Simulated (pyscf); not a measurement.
Structures and frequencies: ωB97X-D3(BJ)/def2-SVP in PySCF.

SiH₃• (SMILES [SiH3]) + H₂O (SMILES O) → HO–SiH₂• (SMILES O[SiH2]) + H₂ (SMILES [H][H])
Surface: doublet. Broken: H–Si, H–O. Formed: O–Si, H–H. Give ΔE‡ and ΔE from ωB97M-D3(BJ)/def2-TZVP, relative to the separated reactants.

ΔE‡ = 29.4 kcal/mol, ΔE = -14.7 kcal/mol. Zero-point energy shifts the barrier by -0.6 kcal/mol. It is a four-centre exchange, with an imaginary mode of 1460i cm⁻¹. The same reactants have a lower exit, to HO–SiH₃ + H• (barrier +23.6 kcal/mol at ωB97M-D3(BJ)/def2-TZVP, against +29.4 kcal/mol here). This is the saddle that the search found; another between the same sides may lie lower.
